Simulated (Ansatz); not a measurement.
One change: `FC1C=C1` becomes `OC1(F)C=C1`.

Ansatz, PBE0-D4/def2-TZVP geometries, multiplicity 1. Each molecule was computed in one conformer, which needn't be the lowest.

| property | `FC1C=C1` |
| --- | --- |
| size of the dipole moment (PBE/def2-TZVPP) / D | 2.14 |
| HOMO–LUMO gap (PBE/def2-TZVPP) / eV | 5.45 |
| LUMO energy (ωB97M-V/def2-TZVPP) / eV | 1.83 |
| HOMO energy (PBE/def2-TZVPP) / eV | -6.89 |
| zero-point energy (PBE0-D4/def2-TZVP) / kJ/mol | 129.0 |
| LUMO energy (B3LYP/def2-TZVPP) / eV | -0.62 |

(1) What does the change do to each property? (An estimate is asked.)

Answers

(1) Computed: 
```csv
property,`OC1(F)C=C1`,shift
size of the dipole moment (PBE/def2-TZVPP) / D,1.65,-0.49
HOMO–LUMO gap (PBE/def2-TZVPP) / eV,4.86,-0.59
LUMO energy (ωB97M-V/def2-TZVPP) / eV,1.81,-0.02
HOMO energy (PBE/def2-TZVPP) / eV,-6.32,0.57
zero-point energy (PBE0-D4/def2-TZVP) / kJ/mol,140.0,11.0
LUMO energy (B3LYP/def2-TZVPP) / eV,-0.65,-0.03
```

The zero-point energy changes by 11.0 kJ/mol with +3 modes. Dipoles are sizes alone; their direction can turn.

B3LYP here is the variant with VWN-RPA as its local correlation; programs differ in this.
